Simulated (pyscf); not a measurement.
Optimised with ωB97X-D3(BJ)/def2-SVP in PySCF.

Task: PBE/def2-TZVP puts the barrier of •H₂C–CH₃ (SMILES [CH2]C) + HO–SiH₃ (SMILES O[SiH3]) -> H₃C–CH₂–O–SiH₃ (SMILES CCO[SiH3]) + H• (SMILES [H]) (substitution at O; doublet surface; H–O broken, C–O formed) at 39.0 kcal/mol and the reaction energy at +23.8 kcal/mol, from the separated reactants. What do B3LYP-D3(BJ)/def2-TZVP, PBE0-D3(BJ)/def2-TZVP, ωB97M-D3(BJ)/def2-TZVP give on the same structures?

Result: B3LYP-D3(BJ): ΔE‡ = 45.7 kcal/mol, ΔE = +25.9 kcal/mol; PBE0-D3(BJ): ΔE‡ = 45.4 kcal/mol, ΔE = +23.0 kcal/mol; ωB97M-D3(BJ): ΔE‡ = 49.2 kcal/mol, ΔE = +23.8 kcal/mol. PBE's barrier lies under all of them, by 6.4 to 10.1 kcal/mol. Its reaction energy lies among theirs. Low barriers are usual for a GGA, whose delocalisation error favours stretched bonds. H₃C–CH₂–O–SiH₃ lies 18.1 kcal/mol over its isomer H₃C–CH₂–SiH₂–OH (electronic energy, ωB97M-D3(BJ)/def2-TZVP). One saddle was located; it need not be the lowest between these sides. The angle at the attacked O is 146°.
